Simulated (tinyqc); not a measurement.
Inside a calculation. Method: extended Hueckel theory, for CO. Computed by tinyqc, a small Python program that keeps every step (integrals from PySCF). Settings: charge = 0, K = 2.0, weighted = 1, multiplicity = 1. Command: `OMP_NUM_THREADS=1 python tinyqc.py 27692 27693 out.jsonl` (the two numbers bound the seeds that draw the settings). One thread of a shared host (Intel(R) Xeon(R) Processor @ 2.60GHz), about 0.01 s of CPU time with the checks.

## Overlaps

Geometry (angstrom):
```
atom         x         y         z
C     0.000000  0.000000  0.000000
O     0.000000  0.000000  1.279000
```

Parameters chosen for this run:
```
element  shell  Slater exponent   H_ii (eV)
O           2s         2.275000  -32.300000
O           2p         2.275000  -14.800000
C           2s         1.625000  -21.400000
C           2p         1.625000  -11.400000
```

Slater orbitals, each expanded in six Gaussians scaled to its exponent.

overlap S, lower triangle:
```
            1C 2s    1C 2px    1C 2py     1C 2pz     2O 2s    2O 2px    2O 2py    2O 2pz
1C 2s    1.000000
1C 2px   0.000000  1.000000
1C 2py   0.000000  0.000000  1.000000
1C 2pz   0.000000  0.000000  0.000000   1.000000
2O 2s    0.342618  0.000000  0.000000   0.429711  1.000000
2O 2px   0.000000  0.190636  0.000000   0.000000  0.000000  1.000000
2O 2py   0.000000  0.000000  0.190636   0.000000  0.000000  0.000000  1.000000
2O 2pz  -0.290307  0.000000  0.000000  -0.304648  0.000000  0.000000  0.000000  1.000000
```

## Wolfsberg-Helmholz matrix

diagonal H_ii (eV): 1C 2s -21.400000, 1C 2px -11.400000, 1C 2py -11.400000, 1C 2pz -11.400000, 2O 2s -32.300000, 2O 2px -14.800000, 2O 2py -14.800000, 2O 2pz -14.800000

K = 2.000000

H_ij = K' S_ij (H_ii + H_jj)/2 for i != j (the diagonal keeps H_ii), with K' = K + D^2 + D^4 (1 - K), D = (H_ii - H_jj)/(H_ii + H_jj), K = 2.

H (eV), lower triangle:
```
             1C 2s      1C 2px      1C 2py      1C 2pz       2O 2s      2O 2px      2O 2py      2O 2pz
1C 2s   -21.400000
1C 2px    0.000000  -11.400000
1C 2py    0.000000    0.000000  -11.400000
1C 2pz    0.000000    0.000000    0.000000  -11.400000
2O 2s   -18.762008    0.000000    0.000000  -20.434755  -32.300000
2O 2px    0.000000   -5.036006    0.000000    0.000000    0.000000  -14.800000
2O 2py    0.000000    0.000000   -5.036006    0.000000    0.000000    0.000000  -14.800000
2O 2pz   10.677955    0.000000    0.000000    8.047843    0.000000    0.000000    0.000000  -14.800000
```

## Orbitals

valence electrons = 10

Solve H C = S C e through S^(-1/2); fill by pairs from the bottom, a degenerate level sharing its electrons equally; each orbital has its largest coefficient positive (the first on a tie).

orbital energies (eV): -36.084434  -19.656538  -15.750426  -15.750426  -13.711531  -9.445145  -9.445145  31.019095

occupations: 2.000000  2.000000  2.000000  2.000000  2.000000  0.000000  0.000000  0.000000

coefficients:
```
             MO1        MO2        MO3       MO4        MO5        MO6        MO7        MO8
1C 2s   0.334486   0.668021   0.000000  0.000000   0.423203   0.000000   0.000000   0.805499
1C 2px  0.000000   0.000000  -0.093287  0.384340   0.000000  -0.005260   0.938757   0.000000
1C 2py  0.000000   0.000000   0.384340  0.093287   0.000000   0.938757   0.005260   0.000000
1C 2pz  0.155576  -0.331184   0.000000  0.000000  -0.536755   0.000000   0.000000   1.053315
2O 2s   0.768181  -0.321449   0.000000  0.000000   0.099733   0.000000   0.000000  -0.935540
2O 2px  0.000000   0.000000  -0.199585  0.822284   0.000000   0.003178  -0.567201   0.000000
2O 2py  0.000000   0.000000   0.822284  0.199585   0.000000  -0.567201  -0.003178   0.000000
2O 2pz  0.018347  -0.543393   0.000000  0.000000   0.695262   0.000000   0.000000   0.748275
```

sum of one-electron energies = -201.906711 eV

Within a degenerate level the vectors are fixed only up to a rotation; this is one choice.

## Mulliken analysis

P = C n C^T; charge = valence electrons (O 6, C 4) minus the sum of (P S)_ii on the atom; overlap population = 2 sum P_ij S_ij between two atoms.

charges: 1C 0.442285, 2O -0.442285

Overlap populations:
```
pair     value
2-1   1.227165
```
